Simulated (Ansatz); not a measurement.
Gas-phase electronic energies from Ansatz, PBE0-D4/def2-TZVP geometries. CCSD(T)/CBS is the MP2 limit (def2-TZVPP, def2-QZVPP) plus CCSD(T) − MP2 in def2-TZVPP, frozen cores. This one scheme is used for every species, atoms too. DFT in def2-TZVPP. HSE06 is defined as in plane-wave codes. No spin–orbit coupling; open shells (•) take unrestricted orbitals. Spin–orbit coupling would lower the free atoms: a little for C, O. Each species was taken in one conformer, which may not be the lowest.

Consider the atomization: `CC(C)CCO` → 5 C• + 12 H• + O•.

```json
{"level": "PBE-D4", "ΔE (kcal/mol)": "1724.4", "difference from CCSD(T)/CBS": "29.4"}
{"level": "r2SCAN-D4", "ΔE (kcal/mol)": "1696.4", "difference from CCSD(T)/CBS": "1.4"}
{"level": "PBE0-D4", "ΔE (kcal/mol)": "1702.8", "difference from CCSD(T)/CBS": "7.8"}
{"level": "r2SCAN0-D4", "ΔE (kcal/mol)": "1679.8", "difference from CCSD(T)/CBS": "-15.2"}
{"level": "HSE06-D4", "ΔE (kcal/mol)": "1703.8", "difference from CCSD(T)/CBS": "8.8"}
{"level": "ωB97M-V", "ΔE (kcal/mol)": "1698.3", "difference from CCSD(T)/CBS": "3.3"}
{"level": "PBE-QIDH", "ΔE (kcal/mol)": "1690.2", "difference from CCSD(T)/CBS": "-4.8"}
{"level": "revPBE", "ΔE (kcal/mol)": "1659.8", "difference from CCSD(T)/CBS": "-35.2"}
{"level": "r2SCAN0", "ΔE (kcal/mol)": "1677.3", "difference from CCSD(T)/CBS": "-17.7"}
{"level": "BHLYP", "ΔE (kcal/mol)": "1644.8", "difference from CCSD(T)/CBS": "-50.2"}
{"level": "HF/def2-SVP", "ΔE (kcal/mol)": "1286.1", "difference from CCSD(T)/CBS": "-408.9"}
{"level": "CCSD/def2-SVP", "ΔE (kcal/mol)": "1615.2", "difference from CCSD(T)/CBS": "-79.8"}
{"level": "CCSD(T)/def2-TZVPP", "ΔE (kcal/mol)": "1658.7", "difference from CCSD(T)/CBS": "-36.3"}
{"level": "HF/def2-QZVPP", "ΔE (kcal/mol)": "1267.1", "difference from CCSD(T)/CBS": "-427.9"}
{"level": "MP2/def2-QZVPP", "ΔE (kcal/mol)": "1697.4", "difference from CCSD(T)/CBS": "2.4"}
{"level": "SCS-MP2/def2-QZVPP", "ΔE (kcal/mol)": "1695.1", "difference from CCSD(T)/CBS": "0.1"}
{"level": "CCSD(T)/CBS", "ΔE (kcal/mol)": "1695.0", "difference from CCSD(T)/CBS": "0"}
```

Largest T1 diagnostic among the species: 0.009.

From PBE to PBE0 (25 % exact exchange), in def2-TZVPP and without D4, ΔE moves by −20.3 kcal/mol: exact exchange takes away binding that semilocal exchange gives to molecules. Leaving LDA and LC-ωPBE aside and taking each functional with its dispersion term where it has one, the values, not all of them listed here, spread over 70.9 kcal/mol, from BHLYP-D4 to PBE-D4. LDA lies +210.9 kcal/mol from PBE without D4, its usual overbinding.

For atomizations the MP2-based limit and the directly extrapolated one differ by several kJ/mol either way, and by 10 to 25 for some Ge, Se and Sn compounds, so smaller differences from it don't rank the levels.
